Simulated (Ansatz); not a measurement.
Process, species as SMILES: FF (F2) → F2+ (doublet, bonded as FF) + e-
B3LYP-D3(BJ)/def2-TZVP geometries, fixed; electronic energies without zero-point terms.

Basis-set convergence of the adiabatic ionisation energy at PBE0 with Ansatz (a quantum-chemistry and plane-wave program). All functions are spherical. The program fits the integrals of some runs and decomposes those of others, by size. Open shells are unrestricted. No added dispersion term, no relativity. Functions are those of the species that has most. Reference: the value in aug-cc-pV5Z, 15.437 eV, itself unsure by roughly 0.005 eV (its mean distance from pcseg-4, aug-pcseg-3, aug-cc-pVQZ). Deviations are taken from unrounded values.

```json
[
 {"basis": "def2-SVP", "functions": "28", "adiabatic ionisation energy (eV)": "15.518", "minus reference (eV)": "0.081"},
 {"basis": "def2-SVPD", "functions": "46", "adiabatic ionisation energy (eV)": "15.726", "minus reference (eV)": "0.290"},
 {"basis": "def2-TZVPP", "functions": "62", "adiabatic ionisation energy (eV)": "15.445", "minus reference (eV)": "0.009"},
 {"basis": "def2-TZVPPD", "functions": "80", "adiabatic ionisation energy (eV)": "15.454", "minus reference (eV)": "0.017"},
 {"basis": "def2-QZVPP", "functions": "114", "adiabatic ionisation energy (eV)": "15.430", "minus reference (eV)": "-0.006"},
 {"basis": "def2-QZVPPD", "functions": "132", "adiabatic ionisation energy (eV)": "15.439", "minus reference (eV)": "0.003"}
]
```

The smallest set listed that lies within 0.05 eV of the reference with all its larger relatives (same family, alike in diffuse functions; a set with none counts only in the reference's own line) is def2-TZVPP (62 functions, 0.009 eV off).
